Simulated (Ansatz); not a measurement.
# FH3NSi, SMILES N[SiH]F: a composite energy at a relaxed geometry

Computed with Ansatz 0.2.0, Python API.

Script `composite.py`:
```python
# -*- coding: utf-8 -*-
"""A composite energy for FH3NSi: DFT geometry, MP2 basis limit, coupled-cluster correction."""

import itertools

import ansatz as az
from ase import Atoms
from ase.data import atomic_numbers, covalent_radii
import numpy as np

params = {
    "basis_set": "def2-SVP",
    "xc": "b3lyp",
}


def main():
    atoms = Atoms(["N", "Si", "F", "H", "H", "H"], positions=[
        [-0.6817, -0.0807, -0.6474],
        [0.1297, -0.6062, 0.6923],
        [1.6312, -0.3265, 0.2952],
        [-0.5678, 0.9887, -0.6762],
        [-0.2348, -0.3569, -1.5097],
        [-0.2345, 0.3178, 1.7996],
    ])
    mol = az.Crystal.molecule_from_ase(atoms)

    calc = (
        mol.calculation()
        .basis(gaussian=params["basis_set"])
        .functional(params["xc"])
        .spin("collinear", total=1)
    )
    symbols = [site.symbol for site in mol.cartesian_sites]
    start = np.array([site.position_ang for site in mol.cartesian_sites], dtype=float)
    summary = calc.relax(force_tolerance=0.01, max_steps=100).run(threads=1).report
    end = np.array(summary["positions_ang"])
    # pairs closer than 1.2 times the sum of covalent radii, before or after
    radius = [covalent_radii[atomic_numbers[s]] for s in symbols]
    span = lambda where, i, j: np.linalg.norm(where[i] - where[j])
    bonded = [(i, j) for i, j in itertools.combinations(range(len(symbols)), 2) if min(span(start, i, j), span(end, i, j)) < 1.2 * (radius[i] + radius[j])]
    print("pair        before    after (A)")
    for i, j in bonded:
        print(f"{symbols[i]}{i}-{symbols[j]}{j}".ljust(10), f"{span(start, i, j):8.4f} {span(end, i, j):8.4f}")

    minimum = az.Crystal.molecule()
    for symbol, place in zip(symbols, end):
        minimum = minimum.atom(symbol, place.tolist())
    at_minimum = minimum.calculation().spin("collinear", total=1)
    # MP2 extrapolated to the basis limit, plus the small-basis difference CCSD(T) - MP2
    level = lambda method, basis: at_minimum.basis(gaussian=basis).correlation(method).run(threads=1).report
    small, large, cluster = level("mp2", "cc-pVDZ"), level("mp2", "cc-pVTZ"), level("ccsd_t", "cc-pVDZ")
    corr = lambda each: (each["free_energy_ev"] - each["reference_energy_ev"]) / 27.211386246
    mp2_limit = (27 * corr(large) - 8 * corr(small)) / 19
    pieces = {"HF / cc-pVTZ": large["reference_energy_ev"] / 27.211386246, "MP2 correlation, DZ-TZ limit": mp2_limit, "CCSD(T) - MP2 / cc-pVDZ": corr(cluster) - corr(small)}
    for name, value in pieces.items():
        print(f"{name:32s} {value:14.6f} Ha")
    print(f"{'sum':32s} {sum(pieces.values()):14.6f} Ha")
    print("T1 diagnostic", round(cluster["correlation"]["coupled_cluster"]["t1_diagnostic"], 4))


if __name__ == "__main__":
    main()
```

`python composite.py` gives:
```text
pair        before    after (A)
N0-Si1       1.6521   1.7295
N0-H3        1.0758   1.0168
N0-H4        1.0097   1.0163
Si1-F2       1.5781   1.6384
Si1-H5       1.4875   1.5036
HF / cc-pVTZ                        -444.693477 Ha
MP2 correlation, DZ-TZ limit          -0.624174 Ha
CCSD(T) - MP2 / cc-pVDZ               -0.033848 Ha
sum                                 -445.351498 Ha
T1 diagnostic 0.0152
```

Notes:
- Total energies depend on the basis set; only differences at equal settings carry meaning.
- The sum leaves out core correlation, relativity, the Hartree-Fock basis error and zero-point energy; a DZ-TZ extrapolation is rough.
- The species is open-shell (spin multiplicity 2).
- b3lyp holds the VWN-RPA fit, as in Gaussian; the form of ORCA and Turbomole is b3lyp5.
- Inner cores stay frozen, so this is valence correlation.
- For Al to Cl the sets with a tight d function, cc-pV(X+d)Z, are usual.
- An extrapolation from small basis sets is rough.
- Timing: 55 s on 1 thread of Arm Neoverse V1, on a shared host, peak memory 0.31 GiB.

(A comment or docstring line of the script was reworded after the run, the code is as it ran; lines on the test bed's own set-up are left out of the output.)
